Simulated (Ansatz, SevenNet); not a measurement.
For rock-salt MgS, the machine-learned potential SevenNet-l3i5 (trained on PBE and PBE+U data) gives:

```
Item                          Value
-------------------------  --------
lattice constant a          5.228 Å
bulk modulus B0            72.7 GPa
TO(Γ) frequency            204 cm⁻¹
elastic constant C11        123 GPa
elastic constant C44       47.3 GPa
polycrystal shear modulus  43.1 GPa
```

### Question
What does r²SCANh in Ansatz (plane waves, PAW) give for the same quantities?

### Answer

- lattice constant a: 5.196 Å (drops by 0.6 %)
- bulk modulus: 81.0 GPa (goes up by 11 %)
- zone-centre TO phonon frequency: 238 cm⁻¹ (rises by 17 %)
- elastic constant C11: 153 GPa (goes up by 24 %)
- elastic constant C44: 61.0 GPa (rises by 29 %)
- Voigt–Reuss–Hill shear modulus: 58.2 GPa (rises by 35 %)

For comparison: lattice constant a 5.188 Å (measured, corrected for zero-point motion; as tabulated in Goldzak et al. (2022), arXiv:2208.04865); bulk modulus 81 GPa (measured, corrected for zero-point motion; as tabulated in Goldzak et al. (2022), arXiv:2208.04865); zone-centre TO phonon frequency 240 cm⁻¹ (measured, temperature not stated, no zero-point or thermal correction; as tabulated in Chmeruk and Núñez-Valdez (2023), arXiv:2212.11645).

Changes are worked out from the printed values.

Unless a cell is named, each level is at its own relaxed cell (SevenNet-l3i5 17.86, r²SCANh 17.54 Å³/atom).

Ansatz's density-functional and Hartree–Fock values are scalar-relativistic unless marked +SOC, with PAW data made under PBE.

Ansatz is an electronic-structure program.
